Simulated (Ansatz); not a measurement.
**Bismuth, A7 rhombohedral: convergence with cold smearing**

Computed with Ansatz, r²SCAN, scalar-relativistic PAW, on the relaxed cell (a = 4.535 Å, c = 12.350 Å (c/a = 2.724); spin not included). Errors count from a run at 500 eV on a Γ-centred 14×14×14 mesh with Fermi-Dirac smearing of 0.1 eV, extrapolated to zero width. Fixed here: cutoff 500 eV, mesh 9×9×9. On a gapped cell the program narrows a wide typed smearing by itself. The SCF starts from atomic densities corrected by a trained network.

| width (eV) | E(σ→0) error (meV/atom) | F error (meV/atom) | P (GPa) | SCF iterations |
| --- | --- | --- | --- | --- |
| 0.01 | -3.9 | -3.9 | 0.01 | 8 |
| 0.03 | -3.9 | -3.9 | 0.01 | 6 |
| 0.1 | -4.0 | -3.9 | 0.01 | 7 |
| 0.2 | -3.9 | -3.2 | 0.01 | 7 |
| 0.3 | -3.7 | -1.9 | -0.01 | 7 |
| 0.6 | -2.5 | 10.6 | -0.16 | 7 |

Q: What does the run at 1.0 give (width)?

A: E(σ→0) error (meV/atom): 8.3; F error (meV/atom): 48.1; P (GPa): -0.55; SCF iterations: 7.
